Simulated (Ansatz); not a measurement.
# Structure relaxation of HfSn₃

All numbers below come from DFT PBE, scalar-relativistic, plane waves, PAW in Ansatz. Cutoff 420 eV, Γ-centred k mesh, Gaussian smearing, no spin polarisation in the final step.

The start puts HfSn₃ on the Cu3Au (L1_2) structure type (Pm-3m, No. 221), with Hf in place of Au, Sn in place of Cu, at a guessed volume.

```
Hf Sn
1.0
     4.55541    0.00000    0.00000
     0.00000    4.55541    0.00000
     0.00000    0.00000    4.55541
Hf Sn
1 3
Cartesian
  0.0000 0.0000 0.0000
  0.0000 2.2777 2.2777
  2.2777 0.0000 2.2777
  2.2777 2.2777 0.0000
```

Cell and atoms relax at zero pressure; the relaxation can't lower the symmetry of the start.

Formation energies are uncorrected and refer to the elements' standard structures at the same level.

Question: Describe the relaxed structure.

Answer: It keeps Pm-3m (No. 221). The result has the Cu3Au (L1_2) structure. Conventional cell: a = 4.609 Å. Hf is coordinated by 12 Sn at 3.26 Å; around Sn lie 4 Hf at 3.26 Å and 8 Sn at 3.26 Å.

Space group Pm-3m (No. 221). a = 4.609 Å, b = 4.609 Å, c = 4.609 Å, α = 90.00°, β = 90.00°, γ = 90.00°
| atom | site | symmetry | x | y | z |
| --- | --- | --- | --- | --- | --- |
| Hf | 1a | m-3m | 0.0000 | 0.0000 | 0.0000 |
| Sn | 3c | 4/mm.m | 0.0000 | 0.5000 | 0.5000 |

Question: What are its volume, energy, density and gap?

Answer: The volume per atom is 24.47 Å³. The density is 9.07 g/cm³, the energy over the elements is 0.06 eV/atom and the gap on the 10×10×10 mesh is 0 eV (a metal).

The final run used a 10×10×10 mesh on its 4-atom cell and 0.10 eV smearing. The k mesh leaves about 4 meV/atom of noise in metals. Spin–orbit coupling is left out. A structure relaxed within its symmetry needn't be a true minimum.

Cost: 2 runs of about 1 core-minutes in all, on Intel Xeon Platinum 8488C (Sapphire Rapids) (shared hosts).